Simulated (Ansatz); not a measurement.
Al3H, relaxed as a triplet with UKS PBE-D4/def2-TZVP in Ansatz, starting from the PBE-D4/def2-TZVP geometry of the neutral singlet. Force threshold 0.02 eV/Å.

At PBE-D4/def2-TZVP a singlet of charge 0 lies 0.16 eV below the triplet, each at its own geometry. The structure comes from a short search, and lower isomers may exist.

Start:

```tsv
atom	x (Å)	y (Å)	z (Å)
Al1	-0.0415	-1.3100	1.4401
Al2	-0.1403	1.0889	1.6087
Al3	0.0431	0.0526	-0.7221
H4	0.1388	0.1685	-2.3267
```

| step | energy (eV) | largest force component (eV/Å) | SCF passes |
| --- | --- | --- | --- |
| 1 | -19794.4480 | 1.097 | 18 |
| 2 | -19794.5336 | 0.273 | 23 |
| 3 | -19794.5411 | 0.020 | 23 |

Force components are those of the run's own axes.

End:

```xyz
4

Al   -0.039   -1.397    1.454
Al   -0.145    1.173    1.634
Al    0.044    0.053   -0.737
H     0.140    0.171   -2.351
```

By distances, no bond broke or formed. The bond that changes most is Al1–Al2, from 2.41 to 2.58 Å (atoms count from 1).

No frequencies were taken in this run, so the end may be a saddle point.

Hardware: 4 threads of Intel Xeon 6975P-C on a shared host. Wall time 1.6 s.
